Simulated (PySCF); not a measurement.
Species: C5H7F.
Cartesian coordinates in Å at the PBE0-D3(BJ)/def2-SVP level; atoms count from 1:
```
atom  x, y, z in Å
C1    -1.8676    0.0004    0.3771
C2    -0.7445    0.3139   -0.5987
C3     0.5934   -0.0672   -0.1085
C4     1.3658   -0.5661    0.8271
C5     2.0361   -0.0669   -0.3757
F6     2.7255    1.1268   -0.3166
H7    -1.7235    0.5351    1.3280
H8    -2.8442    0.2958   -0.0336
H9    -1.9068   -1.0763    0.6026
H10   -0.7169    1.3918   -0.8362
H11   -0.9113   -0.1857   -1.5698
H12    1.4792   -1.0068    1.8153
H13    2.5244   -0.7108   -1.1228
```

Method: PySCF 2.14.0, PBE0-D3(BJ)/def2-SVP geometry optimisation, gas phase.

Masses are those of the commonest isotopes; rigid-rotor values at the optimised geometry. The values belong to one conformer with, in the numbering `[CH3:1][CH2:2][C:3]1=[CH:4][C@@H:5]1[F:6]`, C1–C2–C3–C4 -2°.

Task: Give the principal moments of inertia and the rotational constants in GHz.

Result: Ia = 54.10, Ib = 261.46, Ic = 288.09 u·Å²; 505379 MHz·u·Å²/I gives 9341, 1933 and 1754 MHz, that is A = 9.3408, B = 1.9329, C = 1.7543 GHz.

Task: What kind of rotor is it?

Result: A near-prolate asymmetric top. Ray's parameter κ = (2B − A − C)/(A − C) = -0.953; −1 is the prolate and +1 the oblate limit.

Task: What does the inertial defect say?

Result: Not planar: Δ = Ic − Ia − Ib = -27.47 u·Å². For a rigid frame Δ = −2 Σ m c², so Σ m c² = 13.74 u·Å² lies off the ab plane: 6.12 from hydrogen and 7.62 from heavier atoms. The atom farthest from that plane is 1.47 Å away.

Task: Where do the levels up to J = 4 lie, in MHz?

Result: Above 0(0,0):
J = 1: 1(0,1) 3687, 1(1,1) 11095, 1(1,0) 11274
J = 2: 2(0,2) 11058, 2(1,2) 18291, 2(1,1) 18827, 2(2,1) 41050, 2(2,0) 41054
J = 3: 3(0,3) 22107, 3(1,3) 29082, 3(1,2) 30154, 3(2,2) 52112, 3(2,1) 52128, 3(3,1) 89600, 3(3,0) 89600
J = 4: 4(0,4) 36824, 4(1,4) 43467, 4(1,3) 45254, 4(2,3) 66858, 4(2,2) 66906, 4(3,2) 104355, 4(3,1) 104355, 4(4,1) 156830, 4(4,0) 156830

Task: Which types of transition are allowed, and where do some lines up to J = 5 fall?

Result: The dipole components are |μa| = 2.23 D, |μb| = 0.66 D, |μc| = 0.74 D. The squared components, which scale the intensities, stand as 1.00 : 0.09 : 0.11 (a : b : c). Some lines, for components of 0.1 D or more:

```
type  branch         J(Ka,Kc)    MHz  lower level (cm⁻¹)
   a       R  1(0,1) ← 0(0,0)   3687               0.000
   b       R  3(0,3) ← 2(1,2)   3816               0.610
   c       Q  3(1,3) ← 3(0,3)   6975               0.737
   c       Q  2(1,2) ← 2(0,2)   7232               0.369
   c       Q  1(1,1) ← 1(0,1)   7408               0.123
   a       R  2(1,1) ← 1(1,0)   7553               0.376
   a       R  3(2,2) ← 2(2,1)  11062               1.369
   a       R  4(1,4) ← 3(1,3)  14385               0.970
   a       R  4(2,3) ← 3(2,2)  14746               1.738
   a       R  4(3,2) ← 3(3,1)  14755               2.989
   a       R  4(3,1) ← 3(3,0)  14755               2.989
   c       R  2(1,1) ← 1(0,1)  15140               0.123
   a       R  5(2,3) ← 4(2,2)  18492               2.232
   b       R  4(1,4) ← 3(0,3)  21360               0.737
   c       R  4(1,3) ← 3(0,3)  23147               0.737
   b       Q  5(2,4) ← 5(1,5)  23844               2.050
   b       R  3(2,1) ← 2(1,2)  33837               0.610
   b       R  5(2,4) ← 4(1,3)  40033               1.510
   c       R  5(2,4) ← 4(1,4)  41820               1.450
   b       R  5(2,3) ← 4(1,4)  41931               1.450
   c       R  4(3,1) ← 3(2,1)  52227               1.739
   b       R  5(3,3) ← 4(2,2)  55896               2.232
   b       R  5(3,2) ← 4(2,3)  55944               2.230
   c       Q  5(5,1) ← 5(4,1)  67468               5.846
   b       Q  5(5,1) ← 5(4,2)  67468               5.846
   c       R  5(5,1) ← 4(4,1)  85911               5.231
```

Task: Estimate the classical rotational partition function at 10 K, 25 K and 50 K.

Result: Point group C1, symmetry number σ = 1; q = (√π/σ)·√((kT/h)³/(ABC)), k/h = 20836.6 MHz/K: 947 at 10 K, 3740 at 25 K, 10600 at 50 K.

Stationary, but not proved a minimum. Zero-point vibration and centrifugal distortion are left out. A rigid rotor knows nothing of internal rotation, which can split or shift real lines.

On one thread of an Arm Neoverse V2, shared host with 32 logical CPUs at a one-minute load of 20, this took 30 s of wall time and 0.50 GiB of memory at its peak. These figures are those of the optimisation.
